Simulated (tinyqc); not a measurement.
Inside a calculation. Method: RKS/LDA (PW92) in the sto-6g basis, for HF, spin multiplicity 1. One step of it, computed by the program tinyqc.

Question. Iteration 2: DIIS coefficients. Solve [B -1; -1 0][c; lambda] = [0; -1] for the coefficients, which sum to one.

B (overlaps of the stored error matrices):
```
                1               2
1   1.9292785e+00  -1.1238367e+00
2  -1.1238367e+00   1.0285325e+00
```

Give: DIIS coefficients.

Answer.

DIIS coefficients: 0.4135  0.5865
